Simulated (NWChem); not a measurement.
**A calculation on methanol (CH₄O)**

SMILES: OC
```xyz
6

C      0.6125    -0.2314     0.0000
O     -0.6650     0.3583     0.0000
H      0.8066    -0.8558     0.8960
H      1.3548     0.5819     0.0000
H      0.8066    -0.8558    -0.8960
H     -1.3230    -0.3478     0.0000
```
Charge 0, spin multiplicity 1.

Program: NWChem. The geometry was optimised at B3LYP/def2-SVP, a minimum by its harmonic frequencies.

Symmetry labels belong to the abelian group Cs used in the runs, with the axes of the coordinates shown.

Question: List the lowest 6 singlet excitations that CIS/aug-cc-pVDZ gives, with oscillator strengths.

Answer: 
```json
[
 {"state": "1", "symmetry": "a\"", "energy (eV)": "8.05", "wavelength (nm)": "154", "f": "0.001"},
 {"state": "2", "symmetry": "a\"", "energy (eV)": "9.29", "wavelength (nm)": "133", "f": "0.069"},
 {"state": "3", "symmetry": "a'", "energy (eV)": "9.79", "wavelength (nm)": "127", "f": "0.009"},
 {"state": "4", "symmetry": "a'", "energy (eV)": "9.94", "wavelength (nm)": "125", "f": "0.055"},
 {"state": "5", "symmetry": "a\"", "energy (eV)": "10.02", "wavelength (nm)": "124", "f": "0.006"},
 {"state": "6", "symmetry": "a'", "energy (eV)": "10.59", "wavelength (nm)": "117", "f": "0.080"}
]
```
